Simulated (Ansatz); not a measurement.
A run of Ansatz (development build ahead of 0.2.0) on doublet N₂(+) at this shape:

```xyz
2

N     0.0000    0.0000    0.0000
N     0.0000    0.0000    1.3900
```

Its results:

```
Converged                       : yes
Reference energy                : -108.18059 hartree
Correlation energy              : -0.29638 hartree
Total energy                    : -108.47698 hartree
Spin squared of the determinant : 0.750
Stability test                  : minimum among restricted orbitals
```

Forces (eV/Å):
| atom | Fx | Fy | Fz |
| --- | --- | --- | --- |
| N1 | 0.000 | 0.000 | 18.907 |
| N2 | 0.000 | 0.000 | -18.907 |

Task: Which input gives this output? Name the method, the orbitals and the basis set, and write the input.

Result: ROHF-MP2 in def2-SVP.

```yaml
crystal:
  periodic: [false, false, false]
  atoms:
    - { symbol: "N", position_ang: [0.0, 0.0, 0.0] }
    - { symbol: "N", position_ang: [0.0, 0.0, 1.39] }
basis:
  gaussian: { orbitals: def2-SVP }
total_charge: 1
magnetization:
  initial_magnetization: 1
hamiltonian:
  xc: hf
correlation:
  method: mp2
  frozen_orbitals: { "N": 1 }
output:
  forces: true
```

Caution: bonds are stretched, where a single reference can fail; an unrestricted determinant lies well below; other determinants can give a lower correlated total; forces differ strongly between restricted and unrestricted references; MP2 on this radical cation hangs on the determinant chosen.
